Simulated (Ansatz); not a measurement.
**[OH···H···CH2], triplet: transfer scan**

Starting geometry:

```csv
atom,x (Å),y (Å),z (Å)
O,-1.1967,-0.0291,0.0000
H,-1.4460,0.8974,0.0000
H,-0.2371,-0.0291,0.0000
C,1.4263,-0.0291,0.0000
H,1.8408,-0.0291,0.9962
H,1.8408,-0.0291,-0.9962
```

From there H3 is moved from one fragment to the other while all else, the fragments' distance too, stays fixed, so the hump isn't the reaction's barrier; atoms are numbered as listed. Energies are in eV, counted from the starting geometry at the same level. Kohn–Sham curves are unrestricted where that lies lower.

Basis cc-pVDZ; Ansatz 0.2.0. Correlated methods freeze the noble-gas cores. R marks a restricted (for open shells ROHF) determinant, U an unrestricted one.

Full CI isn't at hand for all of this; UCCSDT(Q) serves as the reference, and is uncertain by about the last step of the cluster series.

| distance O1-H3 (Å) | BLYP |
| --- | --- |
| 0.892 | 0.257 |
| 0.960 | 0.000 |
| 1.041 | -0.047 |
| 1.123 | 0.025 |
| 1.205 | 0.106 |
| 1.287 | 0.141 |
| 1.369 | 0.129 |
| 1.451 | 0.116 |
| 1.533 | 0.179 |

Problem. Estimate the UCCSDT(Q) curve in cc-pVDZ from this one, knowing how BLYP errs.

Solution. The computed UCCSDT(Q) values, in eV from the starting point, and the error of BLYP against them:
| distance O1-H3 (Å) | UCCSDT(Q) | BLYP less UCCSDT(Q) |
| --- | --- | --- |
| 0.892 | 0.167 | 0.091 |
| 0.960 | 0.000 | 0.000 |
| 1.041 | 0.085 | -0.133 |
| 1.123 | 0.300 | -0.275 |
| 1.205 | 0.498 | -0.392 |
| 1.287 | 0.582 | -0.441 |
| 1.369 | 0.538 | -0.408 |
| 1.451 | 0.435 | -0.320 |
| 1.533 | 0.395 | -0.216 |

The error spans 0.532 eV and is largest, -0.441 eV, at 1.287 Å.

In so small a basis the reference is far from its limit while semilocal and hybrid functionals are nearer theirs, so the functionals' errors here hold much of the reference's basis and frozen-core error, which can add to them or hide them.
